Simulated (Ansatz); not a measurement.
# The standard entropy of [NH2]− (SMILES [NH2-]) from a frequency calculation

A singlet with charge -1, relaxed at PBE0/aug-cc-pVTZ (Ansatz 0.2.0):

```xyz
3

N     0.3402   -0.2018    0.1677
H     0.1272    0.8022    0.1570
H    -0.4673   -0.6003   -0.3247
```

Harmonic wavenumbers in cm⁻¹: 1486, 3340, 3427.

Masses in u: N 14.007, H 1.008. Take T = 298.15 K, p = 1 bar, R = 8.3145 J/(mol K), kT/hc = 207.22 cm⁻¹, rigid rotor and harmonic oscillator.

Question: Work out S° at 298 K.

Answer: 
1. Translation (Sackur–Tetrode): S = R[3/2 ln M + 5/2 ln T − 1.1517] with M = 16.023 gives 143.5 J/(mol K).
2. Rotation: principal moments 0.732, 1.286, 2.018 u Å² give A, B, C = 23.0331, 13.104, 8.3523 cm⁻¹; the symmetry number is σ = 2; q = (√π/σ)√((kT/hc)³/ABC) = 53; S = R(ln q + 3/2) = 45.4.
3. Vibration: with u = ν̃/207.22, each mode gives R[u/(eᵘ − 1) − ln(1 − e⁻ᵘ)]; the sum is 0.1, most from 1486 cm⁻¹ (0.1).
4. Electronic: R ln 1 = 0.0, from the spin multiplicity alone.
5. Sum: 143.5 + 45.4 + 0.1 + 0.0 = 189.0 J/(mol K).

No measured value is set beside it here.
